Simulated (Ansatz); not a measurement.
## hcp Re

The numbers are results of PBE-D3(BJ) in Ansatz (PAW), not measurements.

Numerical settings: plane-wave cutoff 500 eV, 30×30×16 k mesh (along the axes of the cell as run), Fermi–Dirac smearing 0.1 eV, no spin polarisation, scalar-relativistic PAW data made under PBE.

Cell (relaxed at this level):

```xyz
2
Lattice="1.3791 -2.3887 0.0000 1.3791 2.3887 0.0000 0.0000 0.0000 4.4524" Properties=species:S:1:pos:R:3 pbc="T T T"
Re     1.3791     0.7962     1.1131
Re     1.3791    -0.7962     3.3393
```

```json
{
  "volume_per_atom": "14.67 Å³/atom",
  "equilibrium_lattice_constant_a": "2.758 Å",
  "lattice_parameter_c": "4.452 Å"
}
```

Measured, for comparison: lattice constant a 2.761 Å, lattice parameter c 4.458 Å (293 K, not corrected to a static lattice; as tabulated in Wikipedia's data pages). Computed (rounded) less measured: lattice constant a -0.1 %, lattice parameter c -0.1 %.

Spin–orbit coupling is not included.

It cost about 2.3 core-minutes (a rough figure) of CPU time.

Ansatz is an electronic-structure program.
